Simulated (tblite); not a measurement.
# C2HNS2: the cost of one run

Programs: tblite 0.8.0 and PySCF 2.14.0. All values are calculated, for the isolated system unless a continuum is named. Atoms count from 0, parts from 1.

### 1 The system as given

6 atoms, charge 0, multiplicity 1; geometry: rigid parts in contact. Parts: 1 = atoms 0–2, `S=C=S`, charge 0; 2 = atoms 3–5, `C#N`, charge 0.

### 2 Docking the parts with GFN2-xTB

What the job is given:

```
{"job": {"kind": "dock", "xc": "GFN2-xTB", "basis": "xTB"}, "charge": 0, "multiplicity": 1, "parts": [{"atoms": "0-2", "charge": 0, "multiplicity": 1}, {"atoms": "3-5", "charge": 0, "multiplicity": 1}]}
S     -1.440135     0.573080     0.021099
C      0.000003     0.000030     0.000007
S      1.440133    -0.573110    -0.021106
C     -0.660471    -2.978137     2.046269
N     -0.049476    -2.603401     1.162865
H     -1.228672    -3.326619     2.868460
```

Level: GFN2-xTB search for minima from random contacts, gas phase.

On the command line:

```bash
$ OMP_NUM_THREADS=1 python cluster_run.py task.json out
```

The driver reads the jobs from task.json and runs them one after another.

**Question.** How long does this first job take on 1 thread of Intel Xeon 6975P-C, shared host?

About 3.2 s.
